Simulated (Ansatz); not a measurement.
Born–Oppenheimer molecular dynamics of CH3F + H4Si (10 atoms, charge 0, multiplicity 1). It starts from a relaxed structure.

The calculation used RKS CAM-B3LYP-D4/STO-3G in Ansatz 0.2.0.

```json
{
 "ensemble": "NVT, Nosé–Hoover chain",
 "time step": "0.5 fs",
 "steps asked": "213",
 "set temperature": "1000 K",
 "thermostat": "time constant 300 fs, chain length 3",
 "seed": "187002"
}
```

Frames 2.5 fs apart, positions in Å, forces in eV/Å.

Velocities at 60.0 fs (Å/ps):

```
Si 0.39 -0.99 -4.27
H -19.39 19.12 30.22
H 27.68 9.76 -0.55
H -10.33 51.23 -2.45
H -12.98 -29.57 -5.27
C 0.30 0.61 3.47
F 0.87 -3.15 1.97
H -7.85 17.68 8.74
H -13.63 -11.13 -8.01
H 5.80 22.55 17.95
```

```xyz
10
Properties=species:S:1:pos:R:3:forces:R:3 time_fs=60.0 energy_less_start_eV=0.581 T=453
Si -0.147 0.028 -1.768 0.26 -0.72 -1.62
H -0.109 -0.319 -3.256 -0.17 -0.21 2.02
H 1.273 0.187 -1.437 -0.76 0.25 -0.05
H -0.677 -1.068 -0.866 0.20 1.22 -1.52
H -0.906 1.292 -1.891 0.49 -0.84 0.91
C 0.062 0.213 1.973 -2.36 -0.20 0.25
F -0.129 0.602 0.654 0.06 1.18 -0.35
H 1.076 0.008 2.193 2.39 -0.30 0.39
H -0.494 -0.731 2.099 -0.17 -0.35 0.50
H -0.319 0.938 2.738 0.07 -0.03 -0.54
10
Properties=species:S:1:pos:R:3:forces:R:3 time_fs=62.5 energy_less_start_eV=0.453 T=575
Si -0.145 0.025 -1.779 2.16 1.07 0.13
H -0.160 -0.285 -3.143 0.03 -1.13 -1.02
H 1.307 0.217 -1.443 -1.57 0.05 -0.25
H -0.703 -0.921 -0.906 -0.56 -0.94 0.03
H -0.928 1.205 -1.877 -0.08 0.63 0.78
C 0.057 0.214 1.983 -1.04 -0.52 1.03
F -0.126 0.596 0.658 0.14 1.12 -0.05
H 1.121 0.042 2.225 0.30 -0.24 -0.13
H -0.524 -0.756 2.096 0.59 0.73 0.60
H -0.302 0.982 2.757 0.04 -0.78 -1.12
10
Properties=species:S:1:pos:R:3:forces:R:3 time_fs=65.0 energy_less_start_eV=0.632 T=407
Si -0.138 0.025 -1.791 1.72 1.95 0.95
H -0.211 -0.317 -3.087 0.04 -1.48 -2.90
H 1.256 0.251 -1.462 -0.44 0.04 -0.02
H -0.761 -0.827 -0.946 -1.02 -2.26 1.20
H -0.954 1.153 -1.818 -0.34 1.45 0.41
C 0.046 0.212 1.998 2.05 -0.79 0.16
F -0.124 0.594 0.663 0.14 0.79 0.27
H 1.186 0.060 2.250 -2.06 -0.10 -0.58
H -0.524 -0.745 2.128 0.41 0.36 0.58
H -0.284 0.988 2.717 -0.48 0.04 -0.07
10
Properties=species:S:1:pos:R:3:forces:R:3 time_fs=67.5 energy_less_start_eV=0.333 T=692
Si -0.129 0.028 -1.801 -3.14 -0.17 -0.71
H -0.258 -0.427 -3.175 0.31 -0.08 0.38
H 1.185 0.288 -1.481 1.65 0.21 0.43
H -0.868 -0.851 -0.930 0.59 -0.59 -0.32
H -0.994 1.177 -1.734 0.53 0.36 -0.11
C 0.045 0.207 2.013 1.74 0.16 -1.10
F -0.120 0.594 0.668 0.06 0.32 0.40
H 1.145 0.072 2.244 -0.79 -0.24 -0.17
H -0.503 -0.717 2.194 -0.29 -0.68 0.43
H -0.294 0.996 2.672 -0.66 0.70 0.78
10
Properties=species:S:1:pos:R:3:forces:R:3 time_fs=70.0 energy_less_start_eV=0.678 T=365
Si -0.127 0.031 -1.813 -4.51 -1.27 -0.92
H -0.286 -0.544 -3.250 0.55 1.09 2.21
H 1.198 0.336 -1.478 1.05 -0.09 0.22
H -0.943 -0.913 -0.928 1.73 0.70 -1.21
H -1.004 1.224 -1.658 1.10 -0.65 -0.60
C 0.051 0.203 2.023 -2.51 1.44 -0.71
F -0.117 0.595 0.674 -0.03 -0.16 0.46
H 1.072 0.069 2.231 2.62 -0.42 0.66
H -0.494 -0.721 2.284 -0.17 -0.19 -0.16
H -0.338 1.035 2.665 0.16 -0.45 0.04
10
Properties=species:S:1:pos:R:3:forces:R:3 time_fs=72.5 energy_less_start_eV=0.558 T=479
Si -0.132 0.031 -1.826 -1.64 -0.84 0.06
H -0.283 -0.601 -3.204 0.49 1.27 1.48
H 1.266 0.376 -1.463 -1.03 -0.71 -0.36
H -0.921 -0.940 -0.991 1.45 0.62 -0.66
H -0.954 1.238 -1.615 0.67 -0.52 -0.79
C 0.046 0.206 2.030 -0.90 0.69 0.57
F -0.114 0.595 0.682 -0.10 -0.50 0.55
H 1.118 0.044 2.249 0.19 0.17 0.20
H -0.494 -0.734 2.363 0.20 0.63 -0.86
H -0.374 1.053 2.664 0.67 -0.81 -0.21
10
Properties=species:S:1:pos:R:3:forces:R:3 time_fs=75.0 energy_less_start_eV=0.571 T=468
Si -0.142 0.030 -1.839 1.79 0.79 1.48
H -0.252 -0.587 -3.083 0.17 0.20 -1.65
H 1.281 0.377 -1.468 -1.52 -0.88 -0.50
H -0.819 -0.937 -1.088 -0.02 -0.82 1.06
H -0.867 1.225 -1.618 -0.44 0.57 -0.61
C 0.038 0.211 2.040 2.11 -0.35 0.50
F -0.111 0.594 0.692 -0.15 -0.59 0.51
H 1.180 0.029 2.280 -2.21 0.63 -0.33
H -0.486 -0.717 2.395 -0.03 0.20 -0.93
H -0.375 1.029 2.655 0.31 0.26 0.48
10
Properties=species:S:1:pos:R:3:forces:R:3 time_fs=77.5 energy_less_start_eV=0.537 T=502
Si -0.148 0.031 -1.849 1.77 1.18 1.77
H -0.210 -0.561 -3.054 -0.04 -0.47 -3.25
H 1.215 0.328 -1.500 0.07 -0.42 -0.08
H -0.714 -0.980 -1.127 -0.79 -1.40 1.72
H -0.804 1.244 -1.656 -1.02 0.98 -0.34
C 0.039 0.216 2.051 1.43 0.25 -0.26
F -0.108 0.591 0.703 -0.15 -0.40 0.30
H 1.129 0.047 2.295 -0.68 0.30 -0.10
H -0.481 -0.690 2.373 -0.55 -0.73 -0.46
H -0.357 1.018 2.673 -0.05 0.70 0.70
10
Properties=species:S:1:pos:R:3:forces:R:3 time_fs=80.0 energy_less_start_eV=0.356 T=677
Si -0.151 0.033 -1.856 -1.49 -1.53 -0.61
H -0.170 -0.551 -3.191 -0.13 0.77 0.16
H 1.157 0.255 -1.536 2.20 0.23 0.48
H -0.649 -1.091 -1.075 -0.13 0.71 0.03
H -0.795 1.311 -1.716 -0.46 -0.30 -0.18
C 0.045 0.222 2.062 -2.69 1.15 -0.19
F -0.106 0.587 0.715 -0.07 -0.01 0.08
H 1.052 0.080 2.308 2.90 -0.48 0.60
H -0.504 -0.699 2.323 -0.20 -0.23 -0.14
H -0.339 1.040 2.726 0.05 -0.32 -0.22
10
Properties=species:S:1:pos:R:3:forces:R:3 time_fs=82.5 energy_less_start_eV=0.523 T=518
Si -0.156 0.033 -1.864 -0.54 -2.07 -1.54
H -0.138 -0.501 -3.327 -0.31 1.08 2.27
H 1.210 0.192 -1.548 0.71 0.29 0.16
H -0.594 -1.165 -1.018 0.00 1.90 -1.08
H -0.814 1.363 -1.785 0.14 -1.32 0.10
C 0.041 0.233 2.072 -0.48 -0.06 0.70
F -0.104 0.583 0.727 0.05 0.42 -0.06
H 1.108 0.091 2.346 0.07 -0.32 -0.17
H -0.537 -0.720 2.265 0.48 0.65 0.20
H -0.320 1.048 2.770 -0.13 -0.56 -0.59
10
Properties=species:S:1:pos:R:3:forces:R:3 time_fs=85.0 energy_less_start_eV=0.599 T=447
Si -0.163 0.028 -1.875 2.31 -1.04 -1.21
H -0.123 -0.392 -3.339 -0.39 0.38 1.86
H 1.303 0.146 -1.551 -1.57 0.31 -0.30
H -0.543 -1.134 -1.020 -0.47 1.23 -0.87
H -0.828 1.342 -1.849 0.12 -1.01 0.46
C 0.034 0.244 2.085 2.27 -1.19 0.37
F -0.103 0.581 0.740 0.13 0.77 -0.21
H 1.175 0.082 2.377 -2.31 -0.01 -0.74
H -0.546 -0.708 2.218 0.41 0.34 0.67
H -0.310 1.028 2.783 -0.51 0.21 -0.03
10
Properties=species:S:1:pos:R:3:forces:R:3 time_fs=87.5 energy_less_start_eV=0.508 T=533
Si -0.164 0.021 -1.888 3.75 0.94 0.09
H -0.132 -0.262 -3.253 -0.31 -0.87 -1.19
H 1.313 0.120 -1.569 -1.75 0.43 -0.28
H -0.520 -1.039 -1.067 -1.26 -1.02 0.55
H -0.837 1.267 -1.884 -0.43 0.40 0.78
C 0.038 0.249 2.100 1.18 -0.63 -0.41
F -0.100 0.580 0.751 0.15 0.92 -0.39
H 1.122 0.072 2.369 -0.71 -0.06 -0.22
H -0.533 -0.679 2.211 -0.17 -0.58 0.90
H -0.328 1.017 2.792 -0.45 0.45 0.17
```

Of the whole run (106 fs, mean temperature of the second half 520 K): The conserved energy stayed within 0.89 meV per atom of its start (net change 0.51 meV per atom), so the integration is sound. The mean temperature of the second half is 48 % below the set value. A run of 0.11 ps of so small a system gives no equilibrium averages. Limits of this set-up: minimal basis.

The run took 11 min on 1 thread of AMD EPYC (Zen 3), on a shared host, peak memory 0.098 GiB.
